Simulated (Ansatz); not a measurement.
# Worked example: vertical ionisation energy of HCN (hydrogen cyanide)

The species is HCN (3 atoms), meant as a singlet with charge 0. As SMILES, `C#N`. The coordinates come from a PBE0-D4/def2-TZVP relaxation.

```xyz
3

C    -0.0056   -0.0244   -0.0056
N     0.2520    1.0610    0.2552
H    -0.2464   -1.0366   -0.2495
```

Both states at this one shape; open shells run unrestricted unless said. 1 Eh = 27.2114 eV.

| level | program | singlet HCN (Eh) | doublet CHN+ (Eh) |
| --- | --- | --- | --- |
| r2SCAN/STO-3G | Ansatz | -92.162726 | -91.688011 |
| B3LYP/cc-pVTZ | Ansatz | -93.461364 | -92.956904 |
| HSE06/cc-pVTZ | Ansatz | -93.337383 | -92.836250 |

Q: Work out the vertical ionisation energy at each level.

A: 
1. r2SCAN/STO-3G: -91.688011 − (-92.162726) = 0.474715 Eh = 12.92 eV; against experiment -0.69 eV.
2. B3LYP/cc-pVTZ: -92.956904 − (-93.461364) = 0.504460 Eh = 13.73 eV; against experiment +0.12 eV.
3. HSE06/cc-pVTZ: -92.836250 − (-93.337383) = 0.501133 Eh = 13.64 eV; against experiment +0.03 eV.

The measured vertical value is 13.61 eV (NIST CCCBDB). Minimal sets are far from the basis-set limit.
